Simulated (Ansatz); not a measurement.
This script drives the Python package of Ansatz (0.2.0).

The script, `conformers.py`:
```python
"""Rank force-field conformers of C3H7FO2 by single points."""

import ansatz as az
from rdkit import Chem
from rdkit.Chem import AllChem

rd = Chem.AddHs(Chem.MolFromSmiles("COCOCF"))
ids = list(AllChem.EmbedMultipleConfs(rd, numConfs=20, randomSeed=302, pruneRmsThresh=0.4))
field = [energy for _, energy in AllChem.MMFFOptimizeMoleculeConfs(rd)]
distinct = {round(e, 2): i for i, e in zip(ids, field)}
chosen = sorted(distinct.items())[:5]
found = []
for force_field, index in chosen:
    geometry = az.Crystal.molecule()
    for atom, xyz in zip(rd.GetAtoms(), rd.GetConformer(index).GetPositions()):
        geometry = geometry.atom(atom.GetSymbol(), xyz.round(5).tolist())
    calc = geometry.calculation()
    calc = calc.basis(gaussian="def2-SVP").correlation("MP2")
    found.append(calc.run(threads=1, pin="off").report["free_energy_ev"])
print("conformer   MMFF (kcal/mol)   this level (kJ/mol)")
for (force_field, index), e in zip(chosen, found):
    print(f"{index:9d} {force_field - chosen[0][0]:17.2f} {96.485332 * (e - min(found)):17.3f}")
```

It is started by `python conformers.py`. Estimate its wall time and peak memory on 1 thread of Arm Neoverse V1 (shared host).

It took about 19 s, with a peak of 0.34 GiB, for 5 runs of the engine.

Running `python conformers.py` prints:
```text
conformer   MMFF (kcal/mol)   this level (kJ/mol)
        3              0.00             0.000
        8              1.03            13.082
        9              1.41            13.944
       10              1.43            17.183
        2              2.35            17.574
```

These settings explore the input space; basis and method may be short of convergence. The conformers keep their force-field geometries.
